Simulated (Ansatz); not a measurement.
One change: `C=CC(=N)F` becomes `N=C(N)F`.

Ansatz, PBE0-D4/def2-TZVP geometries, multiplicity 1. Each molecule was computed in one conformer, which needn't be the lowest.

```json
{"property": "LUMO energy (PBE0/def2-TZVPP) / eV", "`C=CC(=N)F`": "-1.48"}
{"property": "HOMO–LUMO gap (PBE/def2-TZVPP) / eV", "`C=CC(=N)F`": "4.54"}
{"property": "size of the dipole moment (ωB97M-V/def2-TZVPP) / D", "`C=CC(=N)F`": "1.37"}
{"property": "HOMO–LUMO gap (PBE0/def2-TZVPP) / eV", "`C=CC(=N)F`": "6.62"}
{"property": "LUMO energy (PBE/def2-TZVPP) / eV", "`C=CC(=N)F`": "-2.45"}
{"property": "HOMO energy (PBE/def2-TZVPP) / eV", "`C=CC(=N)F`": "-6.99"}
```

**Question.** What does the change do to each property? (Estimate.)

**Answer.** The calculation gave: 
| property | `N=C(N)F` | shift |
| --- | --- | --- |
| LUMO energy (PBE0/def2-TZVPP) / eV | 0.90 | 2.38 |
| HOMO–LUMO gap (PBE/def2-TZVPP) / eV | 6.15 | 1.61 |
| size of the dipole moment (ωB97M-V/def2-TZVPP) / D | 2.11 | 0.74 |
| HOMO–LUMO gap (PBE0/def2-TZVPP) / eV | 8.44 | 1.82 |
| LUMO energy (PBE/def2-TZVPP) / eV | -0.02 | 2.43 |
| HOMO energy (PBE/def2-TZVPP) / eV | -6.17 | 0.82 |

With PBE0 the HOMO rises by 0.56 eV and the LUMO rises by 2.38 eV, so the gap widens by about 1.82 eV. PBE moves the HOMO by 0.82 eV and ωB97M-V by 0.43 eV. The zero-point energy changes by -42.4 kJ/mol with -6 modes. Dipoles are sizes alone; their direction can turn.
